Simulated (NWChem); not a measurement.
System: fluoromethane (CH₃F); SMILES CF

Output (shortened):

```
             Northwest Computational Chemistry Package (NWChem) 7.3.0
             --------------------------------------------------------

                             Geometry "geometry" -> ""
                             -------------------------

 Output coordinates in angstroms (scale by  1.889725989 to convert to a.u.)

  No.       Tag          Charge          X              Y              Z
 ---- ---------------- ---------- -------------- -------------- --------------
    1 C                    6.0000     0.00000000     0.00000000    -0.60179100
    2 F                    9.0000     0.00000000     0.00000000     0.76162300
    3 H                    1.0000     0.73258600     0.73258600    -0.97962300
    4 H                    1.0000     0.26814500    -1.00073100    -0.97962300
    5 H                    1.0000    -1.00073100     0.26814500    -0.97962300

 Effective nuclear repulsion energy (a.u.)      37.5326405142

                                 NWChem DFT Module
                                 -----------------

 Summary of "ao basis" -> "ao basis" (spherical)
 ------------------------------------------------------------------------------
       Tag                 Description            Shells   Functions and Types
 ---------------- ------------------------------  ------  ---------------------
 C                         def2-svpd                 8       20   4s2p2d
 F                         def2-svpd                 9       23   4s3p2d
 H                         def2-svpd                 4        8   2s2p

            General Information
            -------------------
          SCF calculation type: DFT
          Wavefunction type:  closed shell.
          No. of atoms     :     5
          No. of electrons :    18
           Alpha electrons :     9
            Beta electrons :     9
          Charge           :     0
          Spin multiplicity:     1
          Use of symmetry is: off; symmetry adaption is: off
          Maximum number of iterations: 150
          AO basis - number of functions:    67
                     number of shells:    29
          Convergence on energy requested:  1.00D-06
          Convergence on density requested:  1.00D-05
          Convergence on gradient requested:  5.00D-04

[...]

                                NWChem TDDFT Module
                                -------------------

            General Information
            -------------------
           No. of orbitals :     134
            Alpha orbitals :      67
             Beta orbitals :      67
        Alpha frozen cores :       0
         Beta frozen cores :       0
     Alpha frozen virtuals :       0
      Beta frozen virtuals :       0
         Spin multiplicity :       1
    Number of AO functions :      67
        Use of symmetry is : off
      Symmetry adaption is : off
         Schwarz screening :  0.10D-07

              XC Information
              --------------
                  B3LYP Method XC Potential
              Hartree-Fock (Exact) Exchange   0.20
                 Slater Exchange Functional   0.80 local
             Becke 1988 Exchange Functional   0.72 non-local
       Lee-Yang-Parr Correlation Functional   0.81
           VWN I RPA Correlation Functional   0.19 local

             TDDFT Information
             -----------------
          Calculation type : Tamm-Dancoff TDDFT
         Wavefunction type : Restricted singlets
          No. of electrons :      18
           Alpha electrons :       9
            Beta electrons :       9
              No. of roots :       6
          Max subspacesize :    5200
            Max iterations :     100
               Target root :       1
           Target symmetry : none
      Symmetry restriction : off
                 Algorithm : Optimal
        Davidson threshold :  0.10D-03

    6 smallest eigenvalue differences (eV)
--------------------------------------------------------
  No. Spin  Occ  Vir  Irrep   E(Occ)    E(Vir)   E(Diff)
--------------------------------------------------------
    1    1    9   10 a        -0.355     0.019    10.183
    2    1    8   10 a        -0.355     0.019    10.183
    3    1    9   11 a        -0.355     0.056    11.169
    4    1    8   11 a        -0.355     0.056    11.169
    5    1    9   12 a        -0.355     0.093    12.196
    6    1    8   12 a        -0.355     0.093    12.196
--------------------------------------------------------

  Entering Davidson iterations
  Restricted singlet excited states

  Iter   NTrls   NConv    DeltaV     DeltaE      Time
  ----  ------  ------  ---------  ---------  ---------
    1      6       0     0.87E-01   0.10+100        2.1
    2     12       0     0.23E-01   0.12E-01        2.1
    3     18       0     0.28E-01   0.28E-02        2.1
    4     24       1     0.15E-01   0.11E-02        2.8
    5     29       4     0.52E-02   0.41E-03        3.2
    6     31       4     0.53E-02   0.22E-03        2.3
    7     33       4     0.89E-03   0.42E-04        1.4
    8     35       4     0.27E-03   0.91E-06        1.4
    9     37       6     0.47E-04   0.14E-06        1.4
  ----  ------  ------  ---------  ---------  ---------
  Convergence criterion met

  Ground state a        -139.647872860725 a.u.

  ----------------------------------------------------------------------------
  Root   1 singlet a              0.332562702 a.u.                9.0495 eV
  ----------------------------------------------------------------------------
     Transition Moments    X  0.27772   Y -0.27773   Z  0.00000
     Dipole Oscillator Strength                    0.0342014005
     Electric Quadrupole                           0.0000004796
     Magnetic Dipole                               0.0000018451
     Total Oscillator Strength                     0.0342037252

[...]
```

Level: B3LYP/def2-SVPD, TDA. Structure relaxed at the PBE0/def2-SVP level. B3LYP is NWChem's, with the RPA form of VWN correlation.

Question: Reconstruct the input file.

Answer: Several could match; the one computed here: the input that was run:
```
start job
memory heap 200 mb stack 900 mb global 1100 mb
geometry units angstroms noautosym nocenter noautoz
  C      0.000000     0.000000    -0.601791
  F      0.000000     0.000000     0.761623
  H      0.732586     0.732586    -0.979623
  H      0.268145    -1.000731    -0.979623
  H     -1.000731     0.268145    -0.979623
end
basis spherical
  * library def2-svpd
end
dft
  xc b3lyp
  iterations 150
end
tddft
  cis
  nroots 6
  notriplet
end
task tddft energy
```
